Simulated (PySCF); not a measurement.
A geometry optimisation, step by step.

C4H4 (charge +2).
Numbering: `[cH:1]1[cH:2][cH+:3][cH+:4]1` (hydrogens: H5 on C1; H6 on C2; H7 on C3; H8 on C4)
Bond orders are those of one Lewis drawing.
The ion is multiply charged and has no counter-ions or solvent.

Computed by this run: PBE0-D3(BJ)/def2-SVP geometry optimisation, gas phase (PySCF 2.14.0); density fitting, grid level 1; the optimiser is geomeTRIC in internal coordinates, started from a GFN2-xTB structure. The frame can shift and turn from step to step; on so coarse a grid that alone can change the energy by a few meV, and forces under 0.02 eV/Å are noise.

Step 0: E = -4178.5599 eV, largest atomic force 0.278 eV/Å
```
atom  x, y, z in Å  |  force x, y, z in eV/Å
C1     -0.958    0.014    0.137   -0.002  -0.197  -0.186
C2      0.125   -0.823    0.491   -0.040   0.161   0.220
C3      0.890    0.330    0.200    0.079  -0.179  -0.188
C4     -0.053    0.485   -0.842   -0.046   0.221   0.163
H5     -1.980    0.238    0.493   -0.183  -0.019   0.008
H6      0.297   -1.876    0.783    0.018  -0.153   0.117
H7      1.754    0.875    0.624    0.179   0.052   0.013
H8     -0.067    0.767   -1.911   -0.004   0.115  -0.146
```

Step 1: E = -4178.5910 eV, largest atomic force 0.184 eV/Å
```
atom  x, y, z in Å  |  force x, y, z in eV/Å
C1     -0.972   -0.028    0.085   -0.179   0.011   0.035
C2      0.120   -0.834    0.488    0.020  -0.163   0.083
C3      0.902    0.299    0.156    0.164   0.074   0.041
C4     -0.060    0.493   -0.865   -0.002   0.079  -0.160
H5     -2.019    0.163    0.411    0.052  -0.024  -0.030
H6      0.290   -1.881    0.825   -0.010   0.065  -0.002
H7      1.796    0.829    0.555   -0.039  -0.040  -0.030
H8     -0.076    0.820   -1.929   -0.005  -0.001   0.064
```

Step 2: E = -4178.5924 eV, largest atomic force 0.075 eV/Å
```
atom  x, y, z in Å  |  force x, y, z in eV/Å
C1     -0.976   -0.033    0.079   -0.028   0.047   0.051
C2      0.120   -0.832    0.496    0.010  -0.068  -0.031
C3      0.908    0.295    0.151    0.008   0.055   0.048
C4     -0.061    0.501   -0.864    0.012  -0.032  -0.068
H5     -2.024    0.151    0.399   -0.006  -0.012  -0.011
H6      0.288   -1.875    0.841   -0.001   0.004   0.015
H7      1.806    0.819    0.545    0.010  -0.010  -0.009
H8     -0.079    0.836   -1.923   -0.004   0.015   0.004
```

Step 3: E = -4178.5926 eV, largest atomic force 0.042 eV/Å
```
atom  x, y, z in Å  |  force x, y, z in eV/Å
C1     -0.975   -0.031    0.081    0.029   0.004   0.000
C2      0.120   -0.834    0.494   -0.005   0.029  -0.029
C3      0.907    0.297    0.153   -0.028  -0.005  -0.004
C4     -0.061    0.499   -0.865    0.005  -0.029   0.030
H5     -2.024    0.152    0.400   -0.011  -0.004  -0.003
H6      0.288   -1.876    0.840    0.001  -0.005   0.013
H7      1.805    0.819    0.546    0.012  -0.001  -0.001
H8     -0.078    0.835   -1.924   -0.003   0.012  -0.006
```

Step 4: E = -4178.5927 eV, largest atomic force 0.025 eV/Å
```
atom  x, y, z in Å  |  force x, y, z in eV/Å
C1     -0.976   -0.031    0.081    0.024   0.004   0.001
C2      0.120   -0.833    0.494   -0.001   0.002   0.001
C3      0.908    0.296    0.153   -0.024  -0.004  -0.001
C4     -0.060    0.499   -0.865    0.000   0.001   0.003
H5     -2.025    0.151    0.399   -0.003  -0.004  -0.004
H6      0.288   -1.875    0.842    0.000   0.000   0.003
H7      1.807    0.818    0.545    0.005  -0.003  -0.003
H8     -0.078    0.836   -1.923   -0.001   0.003   0.000
```

Step 5: E = -4178.5927 eV, largest atomic force 0.036 eV/Å
```
atom  x, y, z in Å  |  force x, y, z in eV/Å
C1     -0.975   -0.031    0.080   -0.036  -0.003   0.002
C2      0.119   -0.833    0.495    0.003  -0.010  -0.001
C3      0.907    0.296    0.153    0.035   0.009   0.005
C4     -0.060    0.500   -0.865    0.000   0.000  -0.011
H5     -2.025    0.150    0.396    0.009   0.002   0.001
H6      0.287   -1.875    0.846   -0.002   0.007  -0.003
H7      1.808    0.816    0.543   -0.009  -0.001  -0.001
H8     -0.079    0.839   -1.923    0.001  -0.003   0.007
```

Step 6: E = -4178.5927 eV, largest atomic force under 0.02 eV/Å
```
atom  x, y, z in Å  |  force x, y, z in eV/Å
C1     -0.975   -0.031    0.080    0.000   0.000   0.000
C2      0.119   -0.833    0.494    0.000   0.000   0.000
C3      0.907    0.296    0.153    0.000   0.000   0.000
C4     -0.060    0.499   -0.865    0.000   0.000   0.000
H5     -2.025    0.150    0.397    0.000   0.000   0.000
H6      0.287   -1.875    0.845    0.000   0.000   0.000
H7      1.808    0.816    0.544    0.000   0.000   0.000
H8     -0.078    0.838   -1.923    0.000   0.000   0.000
```

Task: Summarise the path.

Result: The energy falls by 0.76 kcal/mol from step 0 to step 6; nine tenths of that is first reached at step 1. It falls at every step. The largest force goes from 0.278 to under 0.02 eV/Å. Among the bonds C2–C3 changes most (a near tie, within 0.001 Å, with another), from 1.413 to 1.419 Å; the atoms move by 0.071 Å rms after alignment.

The cost below is that of the whole optimisation. The run took 13 s wall on Arm Neoverse N1, one thread, on a shared host, and the process peaked at 0.38 GiB of memory.
